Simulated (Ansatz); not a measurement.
Process, species as SMILES: CS (CH3-SH) → C atom + 4 H atom + S atom
B3LYP-D3(BJ)/def2-TZVP geometries, fixed; electronic energies without zero-point terms.
Largest species:
```
C
H 1 1.0879
H 1 1.0879 2 110.33
H 1 1.0886 2 108.79 3 -119.26
S 1 1.8231 2 111.32 4 -116.63
H 5 1.3429 1 97.06 2 -61.78
```
Charge 0, spin multiplicity 1.

Effect of the final integration grid (spheres per factor e of radius in core and valence, angular degree) at PBE/def2-TZVPP with Ansatz (a program for electronic structure), against the last row, where the atomisation energy is 478.59 kcal/mol. Open shells are unrestricted. The default's grid is 13, 11, 36.

```
setting                     largest shift of a total energy (mEh)  shift of the atomisation energy (kcal/mol)
--------------------------  -------------------------------------  ------------------------------------------
accuracy: medium (default)                                  0.000                                       0.000
final_grid: 4, 3, 11                                        4.038                                      -2.417
final_grid: 6, 5, 17                                       -0.106                                       0.055
final_grid: 8, 7, 23                                       -0.001                                       0.000
final_grid: 10, 9, 29                                      -0.001                                       0.000
final_grid: 18, 15, 47                                      0.000                                       0.000
final_grid: 26, 22, 59                                      0.000                                       0.000
```

Within 0.05 kcal/mol in the atomisation energy: accuracy: medium (default); final_grid: 8, 7, 23; final_grid: 10, 9, 29; final_grid: 18, 15, 47. The largest shift is 4.038 mEh in a total energy and 2.417 kcal/mol in the difference.
